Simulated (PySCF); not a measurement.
HS, SMILES `[SH]` (charge 0, multiplicity 2)

All values below come from r2SCAN-D4/def2-TZVP (PySCF).

| Quantity | Result |
|---|---|
| highest occupied spin orbital | -6.40 eV |
| dipole moment | 0.91 D |
| total energy | -398.7242 Ha |
| cost | around 17 core-seconds (rough) |

```xyz
2

S      0.6729     0.0000     0.0000
H     -0.6729     0.0000     0.0000
```
Charge 0, spin multiplicity 2.
